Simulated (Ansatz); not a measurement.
How far each method lies from UCCSDT(Q) for [SiH3···H···O], triplet

Geometry: a point of a hydrogen-transfer path between rigid fragments, not a stationary point.

| atom | x (Å) | y (Å) | z (Å) |
| --- | --- | --- | --- |
| Si | -0.9480 | 0.0000 | 0.0000 |
| H | -1.4429 | 1.3997 | 0.0000 |
| H | -1.4429 | -0.6999 | 1.2122 |
| H | -1.4429 | -0.6999 | -1.2122 |
| H | 0.7440 | 0.0000 | 0.0000 |
| O | 1.8900 | 0.0000 | 0.0000 |

Basis cc-pVDZ; Ansatz 0.2.0. Only valence electrons are correlated (noble-gas cores frozen), which leaves 14 electrons in 46 orbitals. Prefix R: restricted or restricted open-shell reference; prefix U: unrestricted. Active spaces: pair = (4e, 4o) about the gap.

Full CI isn't at hand for all of this; UCCSDT(Q) serves as the reference, and is uncertain by about the last step of the cluster series. The frozen core follows each run's orbitals, which can shift R against U totals by a few meV.

For open shells CISD is restricted-active-space CI with the open shells as a complete middle space.

The UHF ⟨S²⟩ is 2.038 and the T1 diagnostic (RCCSD) is 0.0197. The largest doubles amplitude (RCCSD) is 0.042 and the T1 diagnostic (UCCSD) is 0.0164.

```
                level  E − E(UCCSDT(Q)) (kJ/mol)  share of correlation (%)  wall time
                  RHF                      826.7                      0.00          –
                  UHF                      789.9                      4.46          –
                 RMP2                      122.7                     85.16          –
                 UMP2                      133.9                     83.80          –
                 CISD                       85.2                     89.69      4.3 s
                RCCSD                       18.7                     97.74          –
                UCCSD                       17.7                     97.86          –
             RCCSD(T)                        3.8                     99.54      2.4 s
             UCCSD(T)                        3.8                     99.55      3.4 s
              BCCD(T)                        3.8                     99.54      2.6 s
               RCCSDT                        1.2                     99.85          –
               UCCSDT                        1.1                     99.87          –
            RCCSDT(Q)                        0.1                     99.99       68 s
  CASSCF (pair space)                      746.1                      9.75          –
  NEVPT2 (pair space)                      124.6                     84.93      1.8 s
  MRCISD (pair space)                       72.9                     91.18          –
MRCISD+Q (pair space)                        8.4                     98.99        2 s
```

The correlation energy at UCCSDT(Q), counted from RHF, is -8.569 eV. That run took 57 s on 1 thread of Arm Neoverse V2, shared host.

Times hold each run's SCF and search for its determinant on a shared host, so for small cases they say little of a method's own cost; they ran on 1 thread of Arm Neoverse V2.
